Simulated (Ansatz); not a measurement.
## Ansatz (development build ahead of 0.2.0) run

```yaml
crystal:
  periodic: [false, false, false]
  atoms:
    - { symbol: "N", position_ang: [0.0, 0.0, 0.0] }
    - { symbol: F, position_ang: [0.0, 0.0, 1.834] }
basis:
  gaussian: { orbitals: STO-3G }
hamiltonian:
  xc: hf
correlation:
  method: fci
  frozen_orbitals: { F: 1, "N": 1 }
```

The input is written out in the form of the current development build from the run's settings.

The run gave:

- Converged: yes
- Reference energy: -151.46850 hartree
- Correlation energy: -0.17143 hartree
- Total energy: -151.63992 hartree
- State: lowest singlet root, of any spatial symmetry

Caution: another spin multiplicity may lie lower.
